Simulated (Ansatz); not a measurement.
Relaxation of C$_{2}$H$_{6}$N (9 atoms, charge 0, multiplicity 2), to a largest force component of 0.02 eV/Å in at most 50 steps.

These are results of Ansatz, UKS PBE0-D4/def2-SVP, not measurements.

```xyz
9
Properties=species:S:1:pos:R:3:forces:R:3
C -0.526 0.605 -0.557 1.15 2.98 -1.08
C 0.398 -0.342 0.048 0.31 -0.36 1.18
N 0.009 -0.613 1.417 1.47 0.15 -1.59
H -0.924 -0.159 1.489 1.11 -1.54 1.70
H -0.298 0.848 -1.627 -0.65 -0.55 0.39
H -0.574 1.617 -0.026 -0.56 -1.28 -0.17
H 1.442 0.077 -0.014 -0.25 0.07 -0.08
H 0.438 -1.242 -0.554 0.06 -0.83 -0.63
H 0.723 -1.266 1.858 -2.64 1.35 0.27
```

**Question.** Where does it end, and by what steps?

**Answer.** The run converged. After 9 steps the energy has fallen by 1.174 eV; H4 moved furthest, 0.52 Å.

| step | energy less start (eV) | largest force component (eV/Å) | accepted |
| --- | --- | --- | --- |
| 0 | 0.0000 | 2.985 | yes |
| 1 | -0.6947 | 1.679 | yes |
| 2 | -1.0279 | 0.812 | yes |
| 3 | -1.0545 | 1.978 | yes |
| 4 | -1.1447 | 0.490 | yes |
| 5 | -1.1376 | 0.450 | no |
| 6 | -1.1722 | 0.154 | yes |
| 7 | -1.1720 | 0.073 | no |
| 8 | -1.1734 | 0.048 | yes |
| 9 | -1.1736 | 0.008 | yes |

```xyz
9
Properties=species:S:1:pos:R:3
C -0.317 0.800 -0.626
C 0.422 -0.294 0.048
N 0.068 -0.390 1.451
H -0.904 -0.678 1.546
H -0.403 0.830 -1.715
H -0.609 1.679 -0.045
H 1.513 -0.087 -0.007
H 0.289 -1.235 -0.534
H 0.629 -1.100 1.916
```

Whether the end is a true minimum wasn't checked by a vibrational analysis.

Run time: 15 s on 2 threads of Intel(R) Xeon(R) Platinum 8559C (Emerald Rapids), with other jobs on the host, peak memory 0.18 GiB.
